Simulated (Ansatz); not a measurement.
Basis-set extrapolation for `CCC(C)C(C)C` (PBE0-D4/def2-TZVP geometry, frozen core, Ansatz). Multiplicity 1, RHF reference.

|  | def2-TZVPP | def2-QZVPP |
| --- | --- | --- |
| HF | -274.497401 | -274.510447 |
| MP2 correlation | -1.248633 | -1.324907 |
| CCSD(T) correlation | -1.380493 | not run |

Energies in hartree. Use E(X) = E(∞) + A·exp(−7.88·√X) for Hartree–Fock and E(X) = E(∞) + B·X^(−2.97) for correlation, with X = 3 and 4, and add CCSD(T) minus MP2 of the smaller set to the MP2 limit.

What is the CCSD(T) energy at the basis-set limit?

HF limit: -274.510447 + (-0.013046) × 0.13774 = -274.51224. MP2 limit: -1.324907 + (-0.076274) × 0.74074 = -1.38141. Higher-order term: -1.380493 − (-1.248633) = -0.13186. Total: -276.02551 hartree, 92.6 kcal/mol below CCSD(T)/def2-TZVPP.
